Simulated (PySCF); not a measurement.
Fill in the blanks.

Compound: CH6Si.
Z-matrix (Å and degrees, GFN2-xTB geometry), rows numbered from 1:
```
C 
Si  1  1.8955
H   1  1.0869  2  111.30
H   1  1.0868  2  111.34  3  -120.01
H   1  1.0868  2  111.28  3   119.97
H   2  1.4648  1  109.47  3   -60.21
H   2  1.4649  1  109.61  3   179.76
H   2  1.4648  1  109.52  3    59.73
```

```tsv
property	level	value
point group of the GFN2-xTB geometry	GFN2-xTB	C3v
rotational constants A, B, C of the GFN2-xTB geometry	GFN2-xTB	?
dipole moment	PBE0/pcSseg-1	0.56 D
HOMO energy	PBE0/pcSseg-1	?
LUMO energy	PBE0/pcSseg-1	0.94 eV
13C chemical shifts (computed TMS as zero) by class	GIAO PBE0/pcSseg-1	-10.2 (C1) ppm
1H chemical shifts (computed TMS as zero) by class	GIAO PBE0/pcSseg-1	?
isotropic shieldings of nuclei other than C and H, by class	GIAO PBE0/pcSseg-1	?
```

The electronic properties come from PySCF, for the isolated species, density fitting.

Problem. Give the rotational constants A, B, C of the GFN2-xTB geometry.

Solution. 57.027, 10.783, 10.783 GHz.

Problem. The 1H chemical shifts (computed TMS as zero) by class?

Solution. 3.87 (H6/H7/H8), 0.15 (H3/H4/H5) ppm.

Problem. The isotropic shieldings of nuclei other than C and H, by class?

Solution. 426 (Si2) ppm.

Problem. The HOMO energy?

Solution. -9.18 eV.

Point group C3v permits a dipole; with 0.56 D the species has a pure rotational spectrum. The dipole matches unit charges of opposite sign 0.12 Å apart (1 e·Å = 4.8032 D). The rotational constants are those of a prolate symmetric top. With B = h/(8π²I), that is 505.379 GHz u Å² over I, the principal moments of inertia are 8.9, 46.9 and 46.9 u Å² (most abundant isotopes).

For the NMR shielding job (PBE0/pcSseg-1), cost: about 2.8 s of CPU time on one thread; the machine was shared, so the figure is rough.
